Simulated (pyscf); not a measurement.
7 gas-phase steps of one pattern: hydrogen abstraction on the doublet surface, C–H broken and H–Si/Ge/Sn formed. Optimised with ωB97X-D3(BJ)/def2-SVP in PySCF. Electronic energies in kcal/mol, from the separated reactants; ΔE‡ at ωB97M-D3(BJ)/def2-TZVP, beside the barrier at r²SCAN/def2-TZVP on the same structures. Rows were drawn at random from the steps of this pattern with a verified saddle, stable references and no exit in the data more than 5 kcal/mol lower.

```
row                                          step  ΔE‡(r²SCAN)   ΔE‡
---  --------------------------------------------  -----------  ----
1    GeH₂ [singlet] + •H₂C–CH₃ -> GeH₃• + H₂C=CH₂         -5.3   4.1
2        H₃C–SiH•–CH₃ + CH₄ → H₃C–SiH₂–CH₃ + CH₃•         20.9  22.7
3         CH₄ + H₃C–SiH•–Cl -> CH₃• + H₃C–SiH₂–Cl         21.0  22.8
4                 CH₄ + •H₂Si–Cl → CH₃• + H₃Si–Cl         21.1     ?
5               H₃C–GeH₂• + CH₄ → H₃C–GeH₃ + CH₃•         24.1  28.7
6               H₃C–SnH₂• + CH₄ → H₃C–SnH₃ + CH₃•         32.3  36.3
7                       SnH₃• + CH₄ → SnH₄ + CH₃•         32.0  36.2
```

Task: Fit ΔE‡ = a + b·ΔE‡(r²SCAN) to the other rows and predict row 4.

Result: Over the 6 complete rows the means are +20.8 (ΔE‡(r²SCAN)) and 25.1 (ΔE‡); least squares gives b = 0.86 and a = 7.2 kcal/mol, with residuals of 1.8 kcal/mol (root mean square; largest 2.5, row 2). For row 4: 7.2 + 0.86 × (+21.1) = 25.3 kcal/mol. The computed barrier is 23.2 kcal/mol, 2.1 under the line. The line follows these rows closely. Each barrier is that of the saddle found. Elements up to Kr have no core potential and no relativistic terms here. Elements past Kr carry the def2 core potentials, without spin-orbit coupling.
